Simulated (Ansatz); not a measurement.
## SiH$_{4}$⁺, doublet: stretch scan

All five atoms lie in one plane.

Starting geometry (PBE0/def2-TZVP stationary point for this spin, not checked as a minimum):

```yaml
atoms:
  - { symbol: Si, position_ang: [0.0000, 0.0000, 0.0000] }
  - { symbol: H, position_ang: [-0.0112, 1.0909, 1.0838] }
  - { symbol: H, position_ang: [-0.0168, -1.0838, 1.0907] }
  - { symbol: H, position_ang: [0.0168, 1.0838, -1.0907] }
  - { symbol: H, position_ang: [0.0112, -1.0909, -1.0838] }
```

From there H3 moves along the line of the two atoms named below, all else staying in place; atoms are numbered as listed. Energies are in eV, counted from the starting geometry at the same level. Kohn–Sham curves are unrestricted where that lies lower.

Basis 6-31G; Ansatz 0.2.0. Only valence electrons are correlated (noble-gas cores frozen).

A value is left out where its run failed or describes another state than the reference as far as symmetry and spin tell, or, spin-broken singlets apart, can't be checked.

In so small a basis the reference is far from its limit while semilocal and hybrid functionals are nearer theirs (RPA and double hybrids share much of the reference's basis error), so the functionals' errors here hold much of the reference's basis and frozen-core error, which can add to them or hide them.

Full CI is exact within this basis and frozen core; it isn't the basis-set limit.

```json
{"distance Si1-H3 (Å)": "1.201", "full CI": "1.521", "r2SCAN": "1.459", "PBE0": "1.473", "B3LYP": "1.448", "r2SCANh": "1.445", "BHLYP": "1.391", "wB97M-V": "1.418", "B2PLYP": "1.438"}
{"distance Si1-H3 (Å)": "1.349", "full CI": "0.425", "r2SCAN": "0.387", "PBE0": "0.392", "B3LYP": "0.385", "r2SCANh": "0.378", "BHLYP": "0.351", "wB97M-V": "0.365", "B2PLYP": "0.378"}
{"distance Si1-H3 (Å)": "1.538", "full CI": "0.000", "r2SCAN": "0.000", "PBE0": "0.000", "B3LYP": "0.000", "r2SCANh": "0.000", "BHLYP": "0.000", "wB97M-V": "0.000", "B2PLYP": "0.000"}
{"distance Si1-H3 (Å)": "1.717", "full CI": "0.025", "r2SCAN": "0.079", "PBE0": "0.079", "B3LYP": "0.077", "r2SCANh": "0.084", "BHLYP": "0.101", "wB97M-V": "0.094", "B2PLYP": "0.079"}
{"distance Si1-H3 (Å)": "1.863", "full CI": "0.124", "r2SCAN": "0.240", "PBE0": "0.241", "B3LYP": "0.239", "r2SCANh": "0.245", "BHLYP": "0.267", "wB97M-V": "0.260", "B2PLYP": "0.230"}
{"distance Si1-H3 (Å)": "2.105", "full CI": "0.233", "r2SCAN": "0.484", "PBE0": "0.474", "B3LYP": "0.483", "r2SCANh": "0.485", "BHLYP": "0.493", "wB97M-V": "0.485", "B2PLYP": "0.428"}
{"distance Si1-H3 (Å)": "2.410", "full CI": "0.225", "r2SCAN": "0.675", "PBE0": "0.606", "B3LYP": "0.641", "r2SCANh": "0.670", "BHLYP": "0.618", "wB97M-V": "0.592", "B2PLYP": "0.515"}
{"distance Si1-H3 (Å)": "2.796", "full CI": "0.161", "r2SCAN": "0.787", "PBE0": "0.657", "B3LYP": "0.708", "r2SCANh": "0.775", "BHLYP": "0.661", "wB97M-V": "0.622", "B2PLYP": "0.527"}
{"distance Si1-H3 (Å)": "3.378", "full CI": "0.124", "r2SCAN": "0.858", "PBE0": "0.697", "B3LYP": "0.756", "r2SCANh": "0.843", "BHLYP": "0.692", "wB97M-V": "0.641", "B2PLYP": "0.539"}
{"distance Si1-H3 (Å)": "4.151", "full CI": "0.128", "r2SCAN": "0.907", "PBE0": "0.732", "B3LYP": "0.797", "r2SCANh": "0.888", "BHLYP": "0.721", "wB97M-V": "0.669", "B2PLYP": "0.562"}
{"distance Si1-H3 (Å)": "5.146", "full CI": "0.136", "r2SCAN": "–", "PBE0": "0.753", "B3LYP": "0.817", "r2SCANh": "0.908", "BHLYP": "0.736", "wB97M-V": "0.693", "B2PLYP": "0.575"}
```
